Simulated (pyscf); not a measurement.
Structures and frequencies: ωB97X-D3(BJ)/def2-SVP in PySCF. MP2 and CC: frozen core, UHF for open shells. ΔMP2 is the change of the MP2 total energy from the triple- to the quadruple-zeta basis.

Problem. How much does it cost (ΔH, 298 K, CCSD(T)/def2-TZVPP + ΔMP2(QZVPP)) to split :C=CH₂ (SMILES [C]=C) [singlet] at its C–H bond into •C≡CH + H•?

Solution. C–H to •C≡CH + H•: 380.7 kJ/mol. The radicals are drawn with the spin at the cut bond; how far it spreads was not checked. :C=CH₂ [singlet] lies 173.3 kJ/mol over its isomer HC≡CH, and others may lie lower still (electronic energy, ωB97M-D3(BJ)). The CCSD(T) − MP2 part came from Ansatz, without density fitting, on the same reference. An open-shell T1 diagnostic exceeds 0.045. A UHF reference is spin-contaminated (<S²> up to 1.15), which harms MP2 most. C₂H has a Π state close over its Σ ground state, and the state reached was not checked.
